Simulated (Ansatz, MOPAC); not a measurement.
Barrier height from HO + Cl to the transition structure ClHO, without zero-point energy, on the benchmark's geometries as Psi4's copy of the set gives them.
Transition structure (charge 0, multiplicity 3):
```xyz
3

Cl     0.019    -0.817     0.000
H     -0.470     0.569     0.000
O      0.019     1.666     0.000
```
Reactant (charge 0, multiplicity 2):
```xyz
2

O      0.0000     0.0000     0.0000
H      0.9689     0.0000     0.0000
```

Open shells are unrestricted; no spin–orbit coupling.

Correlated levels freeze the cores. CBS: X⁻³ extrapolation of the correlation energy, Hartree–Fock from the larger set. The state that AM1, PM7 reach isn't checked; PM7 holds dispersion and hydrogen-bond terms.

The values were computed with Ansatz (Gaussian basis) for Hartree–Fock, density functionals and correlated methods; MOPAC for AM1, PM7 (differences of heats of formation). Each number belongs to the level named beside it.

```tsv
level	barrier height (eV)
AM1	1.013
PM7	0.430
PBE/def2-TZVPPD	-0.300
revPBE/def2-TZVPPD	-0.138
MP2/cc-pVDZ	0.592
MP2/aug-cc-pV(T+d)Z	0.641
MP2/aug-cc-pV(Q+d)Z	0.639
CCSD/cc-pVDZ	0.528
CCSD(T)/CBS(aug-cc-pV(T+d)Z, aug-cc-pV(Q+d)Z)	___
```

**Question.** Complete the blanks.

**Answer.** 
- CCSD(T)/CBS(aug-cc-pV(T+d)Z, aug-cc-pV(Q+d)Z), barrier height (eV): 0.441

Ansatz is a first-principles code.
